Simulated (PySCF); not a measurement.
**PC: changing the method**

Aim: see what other levels and later steps give for PC.

Computed with PySCF 2.14.0. Level: method and basis as typed in the scripts.

3 further runs of the same task are left out: 3 that didn't finish.

## (1) Starting geometry

PC: 2 atoms, charge 0, spin multiplicity 2.

Bond lengths: P1–C2 1.597 Å.

## (2) The base run

File input.py:

```python
from pyscf import gto, scf, ci

mol = gto.M(
    atom='P 0 0 0; C 0 0 1.597',
    basis='pcseg-1',
    charge=0,
    spin=1,
    verbose=4,
)
mf = scf.UHF(mol)
mf = mf.newton()
mf.kernel()
ci.CISD(mf, frozen=6).kernel()
mf.dip_moment()
print('orbital energies (hartree):', [e[max(0, n-3):n+3].round(4) for e, n in zip(mf.mo_energy, mol.nelec)])
```

Started as:

```bash
python input.py
```

## (3) ROHF

Run 1 changes SCF type: UHF → ROHF.

File input.py:

```python
from pyscf import gto, scf, ci

mol = gto.M(
    atom='P 0 0 0; C 0 0 1.597',
    basis='pcseg-1',
    charge=0,
    spin=1,
    verbose=4,
)
mf = scf.ROHF(mol)
mf = mf.newton()
mf.kernel()
ci.CISD(mf, frozen=6).kernel()
mf.dip_moment()
print('orbital energies (hartree):', mf.mo_energy[..., max(0, mol.nelec[1]-3):mol.nelec[0]+3].round(4))
```

## (4) Pbe (UKS)

Run 2 changes functional: none (Hartree–Fock) → pbe; SCF type: UHF → UKS; step after the SCF: cisd → analyze.

File input.py:

```python
from pyscf import gto, dft

mol = gto.M(
    atom='P 0 0 0; C 0 0 1.597',
    basis='pcseg-1',
    charge=0,
    spin=1,
    verbose=4,
)
mf = dft.UKS(mol, xc='pbe')
mf = mf.newton()
mf.kernel()
mf.analyze()
print('orbital energies (hartree):', [e[max(0, n-3):n+3].round(4) for e, n in zip(mf.mo_energy, mol.nelec)])
```

What does the calculation give? Wanted: for each run, E(SCF); from base; gap, α spin; SCF dipole; after the SCF.

As calculated:

```csv
run,E(SCF) (hartree),from base (eV),cycles,"gap, α spin (eV)",SCF dipole (D),after the SCF
base,-378.442977,0,5 macro,14.22,0.15,"CISD correlation -4.978 eV, core frozen"
ROHF,-378.407563,+0.9637,3 macro,n/a,0.77,"CISD correlation -6.076 eV, core frozen"
pbe (UKS),-379.072738,not comparable,3 macro,4.52,0.99,n/a
```

What this shows: Total energies of different functionals can't be compared with each other; differences within one functional can.
